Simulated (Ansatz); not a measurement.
**InHCl2, singlet: from triple and quadruple zeta to the limit**

```
atom   x (Å)    y (Å)    z (Å)
  In  0.0000  -0.4809   0.0000
  Cl  0.0000   0.8097  -1.9196
  Cl  0.0000   0.8097   1.9196
   H  0.0000  -2.1754   0.0000
```

Connectivity, by distances: Cl–InH–Cl.

Ansatz 0.2.0, RHF determinant, valence electrons correlated, core potentials past Kr. Energies in eV.

```tsv
set	X	functions	Hartree–Fock	MP2 correlation	CCSD(T) correlation	time
def2-TZVPP	3	148	-30175.3715	-12.0403	-13.6318	1.8 s on 1 × NVIDIA H100 80GB HBM3 with 1 thread of AMD EPYC 7R13 Processor (Zen 3), with other jobs on the host
def2-QZVPP	4	252	-30176.1061	-13.2590	-14.8764	3.3 s on 1 × NVIDIA H100 80GB HBM3 with 1 thread of AMD EPYC 7R13 Processor (Zen 3) (shared host)
```

Hartree–Fock is taken to follow E(X) = E∞ + A·exp(−7.88·√X), correlation E(X) = E∞ + B·X^−2.97.

Cautions: no spin-orbit coupling; inner d shell frozen.

Q: Work out the CCSD(T) energy at the limit, and how far the shortcut misses it that extrapolates MP2 and adds CCSD(T) minus MP2 from the smaller set.

A: Hartree–Fock: E∞ = E4 + 0.1377·(E4 − E3) = -30176.2073. Correlation: E∞ = E4 + 0.7407·(E4 − E3) = -15.7983 for CCSD(T) and -14.1618 for MP2. The limit is -30192.0056 eV, 1.023 eV below def2-QZVPP. The shortcut gives a correlation energy of -14.1618 + (-1.5915) = -15.7533, 45 meV higher than the direct value.

Past Ne part of the Hartree–Fock step between the two sets comes from the cores, which don't follow the formula, so the 101 meV that it adds to the total can overshoot; that part largely cancels in differences.

The exponents were fitted on light atoms, and def2 sets of heavy atoms don't grow evenly, so the limit is rough here.
